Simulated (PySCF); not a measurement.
Geometry:
```json
{"atom": "N1", "x (Å)": "-1.486", "y (Å)": "-0.143", "z (Å)": "0.659"}
{"atom": "C2", "x (Å)": "-0.219", "y (Å)": "0.542", "z (Å)": "0.504"}
{"atom": "C3", "x (Å)": "0.844", "y (Å)": "-0.242", "z (Å)": "-0.230"}
{"atom": "C4", "x (Å)": "2.222", "y (Å)": "-0.338", "z (Å)": "0.203"}
{"atom": "N5", "x (Å)": "1.562", "y (Å)": "-1.351", "z (Å)": "0.530"}
{"atom": "H6", "x (Å)": "-1.328", "y (Å)": "-1.044", "z (Å)": "1.110"}
{"atom": "H7", "x (Å)": "-1.885", "y (Å)": "-0.355", "z (Å)": "-0.254"}
{"atom": "H8", "x (Å)": "-0.393", "y (Å)": "1.496", "z (Å)": "-0.023"}
{"atom": "H9", "x (Å)": "0.165", "y (Å)": "0.810", "z (Å)": "1.503"}
{"atom": "H10", "x (Å)": "0.595", "y (Å)": "-0.489", "z (Å)": "-1.274"}
{"atom": "H11", "x (Å)": "3.242", "y (Å)": "0.045", "z (Å)": "0.301"}
```

Geometry: PBE0-D3(BJ)/def2-SVP; GIAO shifts from PySCF 2.14.0 with density-fitted response routines, gas phase, non-relativistic, averaged over equivalent atoms.

At PBE0/pcSseg-1 (115 basis functions, 6 s wall time on 1 thread of an x86-64 server CPU, shared host):
```csv
atoms,δ (ppm)
N5,363.7
N1,31.5
C4,178.6
C2,51.9
C3,32.8
H11,10.24
H8,3.06
H9,1.60
H10,1.36
H6/H7,0.62
```

References, each an isolated molecule treated in the same way: ¹⁵N (265.67 ppm) against NH3; TMS for ¹³C (184.41 ppm), ¹H (31.27 ppm).

Estimate the result of repeating the calculation with mPW1PW91/pcSseg-2.

## Answers


```json
{"atoms": "N5", "δ at mPW1PW91/pcSseg-2": "360.8", "change": "-2.9"}
{"atoms": "N1", "δ at mPW1PW91/pcSseg-2": "30.4", "change": "-1.1"}
{"atoms": "C4", "δ at mPW1PW91/pcSseg-2": "183.7", "change": "+5.1"}
{"atoms": "C2", "δ at mPW1PW91/pcSseg-2": "53.8", "change": "+1.9"}
{"atoms": "C3", "δ at mPW1PW91/pcSseg-2": "36.2", "change": "+3.4"}
{"atoms": "H11", "δ at mPW1PW91/pcSseg-2": "10.30", "change": "+0.06"}
{"atoms": "H8", "δ at mPW1PW91/pcSseg-2": "3.07", "change": "+0.01"}
{"atoms": "H9", "δ at mPW1PW91/pcSseg-2": "1.61", "change": "+0.01"}
{"atoms": "H10", "δ at mPW1PW91/pcSseg-2": "1.52", "change": "+0.16"}
{"atoms": "H6/H7", "δ at mPW1PW91/pcSseg-2": "0.74", "change": "+0.12"}
```

Referencing at the same level of theory: NH3 for ¹⁵N (σref 260.49); TMS for ¹³C (σref 183.53) and ¹H (σref 31.29).

The largest change is at C4 (C=N carbon). Cost: 264 basis functions, 20 s wall time on 1 thread of an x86-64 server CPU, shared host. The order of the carbon signals is the same at both levels.

Experimental scales use liquid or dissolved standards, which lie at an offset from isolated NH3 (liquid NH3: subtract about 20 ppm). Unscaled 15N shifts of sp2 nitrogen come out 20 to 40 ppm too high even then.
